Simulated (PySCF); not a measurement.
# MgCl2, singlet: data card

All numbers come from PBE in PySCF with Mg def2-TZVP, Cl def2-TZVP; no relativity; density-fitted integrals.

The structure is a minimum.

```xyz
3
charge 0 multiplicity 1, angstrom
Mg    0.0000    0.0000    0.0000
Cl    0.0000    0.0000    2.1828
Cl    0.0000    0.0000   -2.1828
```

```
Point group                                                                   : D∞h
Bond lengths                                                                  : Mg–Cl 2.183 Å (×2)
Bond angles                                                                   : Cl–Mg–Cl 180.0°
Rotational symmetry number                                                    : 2
Highest occupied level                                                        : -7.61 eV
Principal quadrupole moments (Buckingham, traceless) about the centre of mass : -15.43, 7.72, 7.72 D Å
Heat capacity Cp at 298.15 K                                                  : 56.5 J/(mol K)
Rotational constants                                                          : 0.05059 cm⁻¹
Lowest empty level                                                            : -2.55 eV
Zero-point energy                                                             : 6.8 kJ/mol
Principal polarisabilities                                                    : 38.4, 38.4, 61.2 bohr³
Dipole moment                                                                 : 0.00 D
Atomisation energy without zero-point energy                                  : 776 kJ/mol
Entropy at 298.15 K and 1 bar                                                 : 272.5 J/(mol K)
Enthalpy at 298.15 K above 0 K                                                : 13.94 kJ/mol
```

Harmonic modes (masses in u: Mg 23.985, Cl 34.969):
```json
{"symmetry": "πu", "ω (cm⁻¹)": "106", "IR (km/mol, summed over degenerate members)": "101"}
{"symmetry": "σg+", "ω (cm⁻¹)": "315", "IR (km/mol, summed over degenerate members)": "0.0"}
{"symmetry": "σu+", "ω (cm⁻¹)": "607", "IR (km/mol, summed over degenerate members)": "140"}
```

In D∞h the vibrations span πu + σg+ + σu+. The σg+ mode carries no infrared intensity, as symmetry demands. With a centre of inversion only u modes can be infrared active and only g modes Raman active.

Charges (e):
```
 atom  Mulliken  Löwdin  polar tensor  Mayer order to Mg1
  Mg1      0.81   -0.01          1.17                   –
Cl2,3     -0.40    0.01         -0.59                1.02
```

Mulliken populations on Mg1: s 4.46, p 6.46, d 0.27.

Outer orbital energies (eV). occupied: -19.55, -19.46, -9.11, -8.45, -7.72, -7.72, -7.61, -7.61; empty: -2.55, -0.89, -0.89, 1.53.

Counting electrons, magnesium keeps none of its valence electrons outside its bonds, so the VSEPR class is AX2 and the expected shape is linear (D∞h), as computed.

The final relaxation and frequency run took 24 s on 2 threads of a shared Arm Neoverse V1 host, with 106 basis functions and 6 gradients; the process peaked at 0.84 GiB. Launch command: `OMP_NUM_THREADS=2 python axn.py task.json out`.
